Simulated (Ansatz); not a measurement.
## bcc V

Level of theory: LDA in Ansatz (plane waves, PAW).

Settings: plane-wave cutoff 500 eV, 18×18×1 k mesh (along the axes of the cell as run), Fermi–Dirac smearing 0.1 eV, scalar-relativistic PAW data made under PBE.

Cell: relaxed at this level.

```
Item                                 Result
--------------------------------  ---------
surface energy of the (111) face  3.11 J/m²
work function of the (111) face     4.17 eV
```

The slab of 18 atoms is relaxed and unreconstructed.

Ansatz is a program for electronic structure.
